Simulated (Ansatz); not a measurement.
# Si₂H₃ (doublet): the correlation ladder at twist about Si1–Si2 = 47.9°, cc-pVDZ

Aim: climb from Hartree-Fock through coupled cluster and multireference methods for Si₂H₃ (doublet) at one geometry and basis, and see what each rung misses.

Method: cc-pVDZ, core rule «outside noble gas», up to 10 orbitals frozen; program: Ansatz 0.2.0, Gaussian basis.

Plan: UHF; CCSD(T) on ROHF; CCSD(T) on UHF; BCCD(T) on ROHF; CISD; CCSDT(Q) on ROHF; CCSDT(Q) on UHF; CASSCF and MRCISD+Q, 3 electrons in 3 orbitals; CASSCF and NEVPT2, 3 electrons in 3 orbitals.

16 further runs of the same task are left out: 10 that didn't finish, 6 set aside as unsound or not needed.

## 1. What is computed

The geometry derives from a PBE0/def2-TZVP stationary point (not a proven minimum). One half is turned about the bond named; the halves are rigid.

5 atoms, charge 0, spin multiplicity 2.

Atoms are counted from 1 here; the program's logs count them from 0.

Bond lengths: Si1–Si2 2.282 Å, Si1–H3 1.492 Å, Si1–H4 1.491 Å, Si2–H5 1.528 Å. Angles: Si2–Si1–H3 129.4°, Si2–Si1–H4 123.7°, H3–Si1–H4 106.9°, Si1–Si2–H5 86.8°.

## 2. UHF

in.yaml reads:

```yaml
crystal:
  periodic: [false, false, false]
  atoms:
    - {symbol: Si, position_ang: [-0.019270, 0.032070, 1.089365]}
    - {symbol: Si, position_ang: [-0.019270, -0.068345, -1.190067]}
    - {symbol: H, position_ang: [-0.019270, 1.225184, 1.985373]}
    - {symbol: H, position_ang: [-0.019270, -1.171486, 1.969355]}
    - {symbol: H, position_ang: [1.112456, 0.957060, -1.148758]}
basis:
  gaussian: {orbitals: cc-pVDZ}
magnetization: {spin_polarized: true, initial_magnetization: 1}
hamiltonian: {xc: hf}
output: {orbitals: {seedname: orbitals}}
```

Run with:

```sh
$ ansatz run in.yaml --threads 1 --pin off --events-out ev --progress --plain --max-ram 2393MiB
```

Further steps of the session: CCSD(T) on ROHF; CCSD(T) on UHF; BCCD(T) on ROHF; CISD; CCSDT(Q) on ROHF; CCSDT(Q) on UHF; CASSCF and MRCISD+Q, 3 electrons in 3 orbitals; CASSCF and NEVPT2, 3 electrons in 3 orbitals.

Q: Predict the results of all the runs planned. Wanted: UCCSDT(Q) below the RHF energy; RMP2 from UCCSDT(Q); UMP2 from UCCSDT(Q); RCCSD from UCCSDT(Q); RCCSD(T) from UCCSDT(Q); UCCSD(T) from UCCSDT(Q); RCCSDT(Q) from UCCSDT(Q); NEVPT2 pair from UCCSDT(Q); MRCISD+Q pair from UCCSDT(Q).

The runs gave:

| quantity | value |
| --- | --- |
| UCCSDT(Q) below the RHF energy | -6.2856 eV |
| RMP2 from UCCSDT(Q) | +33.48 kcal/mol |
| UMP2 from UCCSDT(Q) | +35.66 kcal/mol |
| RCCSD from UCCSDT(Q) | +6.28 kcal/mol |
| RCCSD(T) from UCCSDT(Q) | +1.46 kcal/mol |
| UCCSD(T) from UCCSDT(Q) | +1.61 kcal/mol |
| RCCSDT(Q) from UCCSDT(Q) | +0.02 kcal/mol |
| NEVPT2 pair from UCCSDT(Q) | +32.71 kcal/mol |
| MRCISD+Q pair from UCCSDT(Q) | +3.01 kcal/mol |
| levels within 1 kcal/mol (43 meV) | RCCSDT, UCCSDT, RCCSDT(Q) |
| T1 diagnostic | 0.040 |

RCCSD(T) lands +1.46 kcal/mol from the yardstick (1.0 % of the correlation energy). Of the multireference levels listed MRCISD+Q pair comes nearest in total energy (+3.01 kcal/mol), which doesn't show that its space is the better one. These misses are within one basis, not against nature; the frozen cores of restricted and unrestricted runs differ, which can shift their rows.
